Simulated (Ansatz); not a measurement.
# SiAsH3 (H-bridged), singlet: the ladder up to RCCSDT(Q)

Geometry: a PBE0/def2-TZVP stationary point for this spin, not checked as a minimum.

```tsv
atom	x (Å)	y (Å)	z (Å)
Si	-0.0418	0.0000	1.5269
As	-0.0034	0.0000	-0.6438
H	1.2924	0.0000	0.4670
H	0.0615	1.1927	2.4197
H	0.0615	-1.1927	2.4197
```

Basis cc-pVTZ; Ansatz 0.2.0. Correlated methods freeze the noble-gas cores and the filled d shells of p-block atoms, which leaves 12 electrons in 100 orbitals. Prefix R: restricted or restricted open-shell reference. Active spaces: valence = (12e, 11o) chosen from the atoms' valence shells. No spin–orbit coupling is included, and no scalar relativity.

Full CI isn't at hand for all of this; RCCSDT(Q) serves as the reference, and is uncertain by about the last step of the cluster series.

The UHF ⟨S²⟩ is 0.000 and the T1 diagnostic (RCCSD) is 0.0158. The largest doubles amplitude (RCCSD) is 0.047.

```csv
level,E − E(RCCSDT(Q)) (mEh),share of correlation (%),wall time
RHF,304.16,0.00,–
RMP2,50.12,83.52,–
RCCSD,15.24,94.99,–
RCCSD(T),2.06,99.32,17 s
BCCD(T),1.98,99.35,33 s (H100)
RCCSDT,0.80,99.74,–
CASSCF (valence space),220.74,27.43,–
NEVPT2 (valence space),49.99,83.56,43 s (H100)
```

The correlation energy at RCCSDT(Q), counted from RHF, is -8.277 eV. That run took 16 s on 2 threads of AMD EPYC 7R13 with a shared H100 80 GB, shared host.

Times hold each run's SCF and search for its determinant on a shared host, so for small cases they say little of a method's own cost; rows without a card ran on 1 thread of AMD EPYC 7R13. Some runs computed forces too.

Natural occupations of CASSCF (valence space) about the gap: 1.988 1.984 1.975 1.955 1.949 0.048 0.034 0.031 0.026 0.017; effectively unpaired electrons, Σ n²(2−n)², 0.04.

Atomization energy (electronic, same basis, no zero-point term; atoms at the same level, unrestricted beside the R rows where the molecule is a closed shell, but restricted open-shell past Ca, as are all atoms' steps beyond CCSDT(Q)) at RCCSDT(Q): 1071.6 kJ/mol. Errors of other levels:

```json
{"level": "RHF", "error (kJ/mol)": "-359.6"}
{"level": "RMP2", "error (kJ/mol)": "-28.7"}
{"level": "RCCSD", "error (kJ/mol)": "-22.3"}
{"level": "RCCSD(T)", "error (kJ/mol)": "-1.6"}
{"level": "BCCD(T)", "error (kJ/mol)": "-1.2"}
{"level": "RCCSDT", "error (kJ/mol)": "-1.7"}
{"level": "CASSCF (valence space)", "error (kJ/mol)": "-164.1"}
{"level": "NEVPT2 (valence space)", "error (kJ/mol)": "-40.1"}
```

This basis is far from its limit, so the value isn't to be set against a measured one.
